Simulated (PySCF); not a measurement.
C3H4ClFS (charge +1 and doublet state).
Numbering: `[CH3:1][S+:2]/[C:3]([Cl:4])=[CH:5]\[F:6]` (hydrogens: H7, H8, H9 on C1; H10 on C5)

Geometry (GFN2-xTB, Å), atoms numbered from 1 in this order:
```xyz
10
C3H4ClFS angstrom
C     -1.8905    0.1888   -0.1881
S     -0.5354   -0.9227   -0.5178
C      0.8597    0.0578   -0.1341
Cl     0.7046    1.6661    0.4138
C      2.1012   -0.4929   -0.2860
F      2.2346   -1.7233   -0.6998
H     -1.8846    0.4869    0.8594
H     -1.8102    1.0745   -0.8166
H     -2.8102   -0.3459   -0.4160
H      3.0397    0.0153   -0.0901
```

The hyperfine couplings belong to this conformer and change with its torsions.

Computed with UKS B3LYP, pcH-1 on C Cl F H S, non-relativistic, mean-field spin-orbit, GIAO in PySCF 2.14.0. The structure is a single GFN2-xTB conformer in the gas phase; no vibrational or solvent corrections. The geometry wasn't refined by DFT: couplings that depend on bond lengths, twists or pyramidal angles can differ widely from those at the functional's own minimum, by a factor of two or more for some ions and for spin on atoms past the first row. The SCF solution wasn't tested for stability.

The isotropic 13C couplings are +37.5, -20.7, -8.4 MHz. Assign them to C1; C3; C5.

```tsv
site	a_iso (MHz)	ρ(0) (bohr⁻³)	position	distance from S2 (Å)	spin population	largest |T| (MHz)
C1	-8.4	-0.0076	1 bond from S2	1.78	-0.02	4.2
C3	-20.7	-0.0188	1 bond from C5	1.75	-0.01	9.6
C5	+37.5	+0.0334	a main spin site	2.68	+0.42	78.3
```

Match the computed a_iso(1H) values +36.6, -34.7 MHz (means over equivalent nuclei) with the sites H7/H8/H9; H10.

```tsv
site	a_iso (MHz)	ρ(0) (bohr⁻³)	position	distance from S2 (Å)	bound to	spin population there	largest |T| (MHz)
H7/H8/H9	+36.6	+0.0082	2 bonds from S2	2.38	C1	-0.02	4.4
H10	-34.7	-0.0078	1 bond from C5	3.72	C5	+0.42	20.8
```

ρ(0) is the spin density at the nucleus and T the dipolar tensor; a_iso includes a spin–orbit part; entries for several nuclei are means. Largest spin populations (Mulliken): S2 (+0.48), C5 (+0.42) and F6 (+0.06). Main spin sites, with 60 % or more of the largest population: S2, C5; positions count bonds from the nearest.

Examples of negative spin density at the nucleus (bohr⁻³): C3 (-0.0188), H10 (-0.0078) and C1 (-0.0076).

Class means assume fast exchange of nuclei equivalent by connectivity; if that motion is slow, each nucleus keeps its own coupling. The three 1H nuclei of mean +36.6 MHz run from -1.1 to 55.9 MHz in the frozen geometry.

S2, the radical centre as drawn in `C[S+]/C(Cl)=C\F`, holds a spin population of +0.48 out of 1.
